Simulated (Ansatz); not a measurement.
Geometry optimisation, RKS PBE0/def2-SVP in Ansatz.

input.yaml

```yaml
crystal:
  periodic: [false, false, false]
  atoms:
    - { symbol: Al, position_ang: [0.0, 0.0, 0.0] }
    - { symbol: "N", position_ang: [0.0, 0.0, 2.27] }
    - { symbol: H, position_ang: [-0.877, -0.2713, 2.8] }
    - { symbol: H, position_ang: [0.877, 0.2713, 2.8] }
    - { symbol: H, position_ang: [1.351, 0.0, -0.78] }
    - { symbol: H, position_ang: [-1.351, 0.0, -0.78] }
    - { symbol: O, position_ang: [-0.2602, 1.9567, 0.6559] }
    - { symbol: H, position_ang: [-1.1988, 2.262, 0.4419] }
    - { symbol: H, position_ang: [-0.1672, 1.2578, 1.8121] }
basis:
  gaussian: { orbitals: def2-SVP }
hamiltonian:
  xc: pbe0
relax:
  f_tol: 0.15
  max_steps: 25
  restrain:
    - { distance: [0, 6], at: 2.98, k: 30.0 }
    - { distance: [8, 1], at: 2.26, k: 30.0 }
    - { distance: [0, 1], at: 1.92, k: 30.0 }
    - { distance: [8, 6], at: 1.01, k: 30.0 }
```

Command:

```bash
$ ansatz run input.yaml --threads 1 --pin off --max-ram 2048MiB --backend cpu --events-out ev --progress --plain --runs-dir out
```

Problem. Where does it end, and by what steps?

Solution. It converged. The restraints hold the end off the free minimum. After 7 steps the energy has fallen by 0.795 eV (the restraints' own energy left out); H9 moved furthest, 0.81 Å. Parted: Al1–O7 (2.08 → 2.97 Å). Joined: O7–H9 (1.35 → 0.99 Å).

```csv
step,energy less start (eV),largest force component (eV/Å),accepted
0,0.0000,3.020,yes
1,0.3658,2.448,yes
2,0.2190,2.113,yes
3,-0.1617,1.808,yes
4,-0.6003,1.269,yes
5,-0.6661,1.853,yes
6,-0.7882,1.583,yes
7,-0.7953,1.504,yes
```

```xyz
9
Properties=species:S:1:pos:R:3
Al 0.091 -0.271 0.148
N 0.020 -0.173 2.018
H -0.803 -0.408 2.565
H 0.849 -0.229 2.602
H 1.503 -0.221 -0.558
H -1.310 -0.529 -0.547
O -0.382 2.594 0.749
H -1.340 2.698 0.703
H -0.254 2.015 1.539
```

Time of the run: 17 s on 1 thread of Arm Neoverse V2 (shared host), peak memory 0.14 GiB.
